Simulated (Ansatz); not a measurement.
Process, species as SMILES: [O]Cl (O-Cl) → Cl atom + O atom
B3LYP-D3(BJ)/def2-TZVP geometries, fixed; electronic energies without zero-point terms.
Largest species:
```xyz
2

Cl     0.0000     0.0000    -0.5055
O      0.0000     0.0000     1.0742
```
Charge 0, spin multiplicity 2.

Basis-set convergence of the atomisation energy at HF with Ansatz (a quantum-chemistry and plane-wave program). All functions are spherical. Open shells are unrestricted. No added dispersion term, no relativity. Functions are those of the species that has most. Reference: the value in pcseg-4, 6.50 kcal/mol, itself unsure by roughly 0.20 kcal/mol (its mean distance from aug-pcseg-3, aug-cc-pV(Q+d)Z, cc-pV(5+d)Z). Deviations are taken from unrounded values.

```tsv
basis	functions	atomisation energy (kcal/mol)	minus reference (kcal/mol)
6-31G	22	-33.84	-40.34
pcseg-1	32	-4.46	-10.96
cc-pV(D+d)Z	37	-1.99	-8.50
aug-pcseg-1	50	-0.62	-7.12
def2-SVPD	50	-1.67	-8.17
6-311++G(2d,2p)	62	1.34	-5.16
cc-pV(Q+d)Z	119	6.04	-0.46
pcseg-3	124	6.51	0.00
aug-cc-pV(Q+d)Z	169	6.22	-0.28
```

The smallest set listed that lies within 1 kcal/mol of the reference with all its larger relatives (same family, alike in diffuse functions; a set with none counts only in the reference's own line) is cc-pV(Q+d)Z (119 functions, -0.46 kcal/mol off). Inside, with no larger relative to test it: aug-cc-pV(Q+d)Z. (Relatives not listed, tested too: cc-pV(5+d)Z -0.22, pcseg-4 0.00 kcal/mol.)
